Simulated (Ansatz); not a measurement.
Elements on the sites of an ideal fcc lattice, at a guessed lattice constant:

```xyz
12
Lattice="-3.9791 -3.9791 0.0000 0.0000 3.9791 3.9791 -3.9791 3.9791 -3.9791" Properties=species:S:1:pos:R:3 pbc="T T T"
Li   -1.9895   -1.9895    0.0000
Li   -3.9791    1.9896   -1.9895
Be   -5.9686    0.0000   -1.9895
Be   -3.9791    3.9791    0.0000
Be   -3.9791    1.9895    1.9895
Be   -1.9895    3.9790    1.9895
Sc   -1.9895    0.0000    1.9895
Sc    0.0000    1.9895    1.9895
Sc   -5.9686    1.9896    0.0000
Cu    0.0000    0.0000    0.0000
Cu   -1.9895    1.9895    0.0000
Ga   -3.9791    0.0000    0.0000
```

Cell and atoms were relaxed without symmetry on coarser meshes and computed once more. All numbers below come from Ansatz 0.2.0, DFT PBE, scalar-relativistic, plane waves, PAW.

Cutoff 420 eV; k points 6×8×6 on the computed 12-atom cell (Γ-centred); Gaussian smearing, width 0.10 eV; no spin polarisation.

The relaxation ran on 3×3×2 (shifted) and then 4×5×4 k points with a smearing of 0.1 eV, from sites shaken by 0.02 Å.

Q: What does the relaxation give?

A: A volume of 14.59 Å³/atom and no gap on the mesh. It lies 0.01 eV/atom below the elements' standard states (static lattices, no corrections for gases). The atoms leave their sites by 0.97 Å (root mean square) and 1.47 Å at most, and the cell stretches by up to 21.2 % at fixed volume, so the lattice hasn't survived.

```xyz
12
Lattice="-4.8906 -4.0699 0.3453 0.2456 3.4702 3.5618 -3.7715 3.2955 -3.6429" Properties=species:S:1:pos:R:3 pbc="T T T"
Li   -2.2876   -1.7973    0.2771
Li   -3.9704    1.4132   -2.2726
Be   -5.9301   -0.2528   -1.7995
Be   -4.2207    2.6124    0.2725
Be   -4.6106   -1.5769   -0.6591
Be   -2.5530    2.3404    1.6257
Sc   -6.6952    2.8173   -1.0022
Sc   -3.7180    4.4014   -1.9999
Sc   -5.8514    0.4919    0.9672
Cu   -0.6547    3.4626    2.9818
Cu   -2.0599    2.4866   -0.6310
Ga   -3.2856    0.4266   -0.0638
```

Cost: 2 runs of about 20 core-minutes in all (earlier runs that led there not counted), on Intel Xeon Processor @ 2.50GHz (Skylake/Cascade Lake) (shared hosts).